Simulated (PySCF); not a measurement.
Geometry (Å), atoms numbered from 1 in this order:
```xyz
5

N    -2.258   -0.206    0.228
C    -1.162   -0.053    0.554
S     0.395    0.196    1.162
C     1.277   -0.040   -0.260
N     1.959   -0.186   -1.178
```

Geometry: PBE0-D3(BJ)/def2-TZVP; GIAO absolute shieldings from PySCF 2.14, gas phase, non-relativistic, averaged over equivalent atoms.

At wB97X-D/pcSseg-2 (187 basis functions, 13 s wall time on 1 thread of an Intel Xeon Platinum 8488C, shared host):
| atoms | σ (ppm) |
| --- | --- |
| N1/N5 | -90.6 |
| C2/C4 | 75.3 |
| S3 | 517.8 |

**Question.** What do these become at B97-2/pcSseg-2?

**Answer.** 
| atoms | σ at B97-2/pcSseg-2 | change |
| --- | --- | --- |
| N1/N5 | -84.6 | +6.0 |
| C2/C4 | 79.7 | +4.4 |
| S3 | 524.0 | +6.2 |

The largest change is at S3 (sulfide sulfur). Cost: 187 basis functions, 9.6 s wall time on 1 thread of an Intel Xeon Platinum 8488C, shared host.
